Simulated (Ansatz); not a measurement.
How the smallest direct gap on the k points sampled of rock-salt LiF moves with the method

No measured value is used here.

```tsv
level (code)	value (eV)	cell (Å³/atom)
PBE (Ansatz)	9.10	8.16
r²SCAN+rVV10 (Ansatz)	10.38	7.84
LC-ωPBE (Ansatz)	17.27	8.15
Hartree–Fock (Ansatz)	21.86	8.16
G0W0@HSE06 (Ansatz)	___	8.16
```

### Question
Some entries are withheld; supply them.

### Answer

- G0W0@HSE06 (Ansatz, a quantum-chemistry and plane-wave program), value (eV): 15.00

Computed values are for a static lattice.  G0W0@HSE06: GW on a hybrid start was not checked against another program. Values are at the measured cell; r²SCAN+rVV10 at the level's own equilibrium cell; LC-ωPBE at the level's own relaxed cell. Cutoffs and k meshes differ between the levels. Ansatz's density-functional and Hartree–Fock values are scalar-relativistic unless marked +SOC, with PAW data made under PBE.
